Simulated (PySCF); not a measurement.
Species, as SMILES: N#[N+][O-].
Geometry (B3LYP-D3(BJ)/def2-TZVP, fixed):
```xyz
3

N      0.0000     0.0000    -1.1943
N      0.0000     0.0000    -0.0734
O      0.0000     0.0000     1.1093
```
Charge 0, spin multiplicity 1.

Basis-set convergence of the isotropic shielding of N1 at PBE0 with PySCF. GIAO, no density fitting; atoms are numbered in the order shown. All functions are spherical. No added dispersion term, no relativity. Reference: the value in pcseg-3, 85.89 ppm, itself unsure by roughly 0.42 ppm (its distance from pcSseg-2). Deviations are taken from unrounded values.

| basis | functions | isotropic shielding of N1 (ppm) |
|---|---|---|
| cc-pVDZ | 42 | 105.44 |
| aug-cc-pVDZ | 69 | 106.55 |
| def2-SVP | 42 | 109.17 |
| def2-SVPD | 63 | 107.99 |
| pcseg-1 | 42 | 100.78 |
| aug-pcseg-1 | 69 | 103.77 |
| 6-311G** | 54 | 89.27 |
| 6-311+G** | 66 | 90.78 |
| cc-pVTZ | 90 | 94.38 |
| aug-cc-pVTZ | 138 | 93.68 |
| pcseg-2 | 90 | 87.99 |
| aug-pcseg-2 | 138 | 88.01 |
| def2-TZVPP | 93 | 93.09 |
| def2-TZVPPD | 114 | 92.52 |
| def2-QZVPP | 171 | 88.31 |
| def2-QZVPPD | 192 | 87.85 |

What the diffuse functions change, pair by pair:
- cc-pVDZ to aug-cc-pVDZ: 27 more functions, deviation 19.56 to 20.66 ppm
- def2-SVP to def2-SVPD: 21 more functions, deviation 23.28 to 22.10 ppm
- pcseg-1 to aug-pcseg-1: 27 more functions, deviation 14.90 to 17.88 ppm
- 6-311G** to 6-311+G**: 12 more functions, deviation 3.39 to 4.89 ppm
- cc-pVTZ to aug-cc-pVTZ: 48 more functions, deviation 8.49 to 7.80 ppm
- pcseg-2 to aug-pcseg-2: 48 more functions, deviation 2.10 to 2.12 ppm
- def2-TZVPP to def2-TZVPPD: 21 more functions, deviation 7.20 to 6.63 ppm
- def2-QZVPP to def2-QZVPPD: 21 more functions, deviation 2.42 to 1.96 ppm

They bring the value nearer the reference by more than 0.42 ppm in 4 of 8 pairs.
